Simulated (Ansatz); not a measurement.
HCB⁺, quartet in 6-31G: errors against full CI

Geometry: that of the HCB, triplet, kept fixed.

```csv
atom,x (Å),y (Å),z (Å)
B,0.0000,0.0000,1.2592
C,0.0000,0.0000,-0.0942
H,0.0000,0.0000,-1.1650
```

Basis 6-31G; Ansatz 0.2.0. Correlated methods freeze the noble-gas cores, which leaves 7 electrons in 18 orbitals. Prefix R: restricted or restricted open-shell reference; prefix U: unrestricted. Active spaces: valence = (7e, 9o) chosen from the atoms' valence shells.

Full CI is exact within this basis and frozen core; it isn't the basis-set limit. The frozen core follows each run's orbitals, which can shift R against U totals by a few meV.

For open shells CISD and CISDTQ are restricted-active-space CI with the open shells as a complete middle space.

The UHF ⟨S²⟩ is 3.761, the T1 diagnostic (RCCSD) is 0.0208 and the largest doubles amplitude (RCCSD) is 0.074. The T1 diagnostic (UCCSD) is 0.0167.

```
                   level  E − E(full CI) (meV)  share of correlation (%)  wall time
                     RHF                  2494                      0.00          –
                     UHF                  2386                      4.34          –
                    RMP2                   584                     76.58          –
                    UMP2                   563                     77.44          –
                    CISD                   115                     95.39     0.63 s
                   RCCSD                    63                     97.49          –
                   UCCSD                    61                     97.54          –
                RCCSD(T)                    18                     99.29     0.42 s
                UCCSD(T)                    17                     99.32     0.42 s
                 BCCD(T)                    19                     99.24     0.37 s
                  RCCSDT                     3                     99.86          –
                  UCCSDT                     3                     99.89          –
                  CISDTQ                     2                     99.94      4.5 s
               RCCSDT(Q)                     0                     99.98      1.8 s
               UCCSDT(Q)                     0                    100.01      1.7 s
                 RCCSDTQ                     0                    100.00       11 s
                 UCCSDTQ                    -1                    100.03       11 s
  CASSCF (valence space)                   567                     77.27          –
  NEVPT2 (valence space)                   154                     93.83        2 s
  MRCISD (valence space)                    11                     99.56          –
MRCISD+Q (valence space)                     5                     99.81      3.3 s
```

The correlation energy at full CI, counted from RHF, is -2.494 eV. That run took 3 s on 1 thread of Arm Neoverse V1, shared host over 331,072 determinants.

Times hold each run's SCF and search for its determinant on a shared host, so for small cases they say little of a method's own cost; they ran on 1 thread of Arm Neoverse V1. Some runs computed forces too.

The full-CI state has the irrep A2 of C2v, in the program's axes (one component, if the state is degenerate).

Natural occupations of full CI about the gap: 1.970 1.967 0.993 0.985 0.985 0.026 0.023 0.023 0.014 0.005; effectively unpaired electrons, Σ n²(2−n)², 3.01.
